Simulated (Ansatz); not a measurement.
**singlet BS(-): levels of theory in one basis**

```yaml
atoms:
  - { symbol: B, position_ang: [0.0000, 0.0000, -0.9128] }
  - { symbol: S, position_ang: [0.0000, 0.0000, 0.9128] }
```

Basis set: def2-SVP (spherical functions). Correlated methods keep 6 orbitals frozen. Charge -1, multiplicity 1.

Computed with Ansatz (development build ahead of 0.2.0); each method stands on the lowest determinant of its kind that the runs found.

```
 method  E − E(RHF) (eV)  <S²> of the determinant
    RHF             0.00                     0.00
RHF-MP2            -5.38                        –
```

(1) What does RHF-CCSD(T) give on the same scale?

(2) Is a single determinant a sound starting point here?

## Answers

(1) -6.29 eV.

(2) By this sign, yes. Unrestricted orbitals gain 0.00 eV and <S²> is 0.00 against 0.00 for a pure state.

Caution: no diffuse functions for an anion.
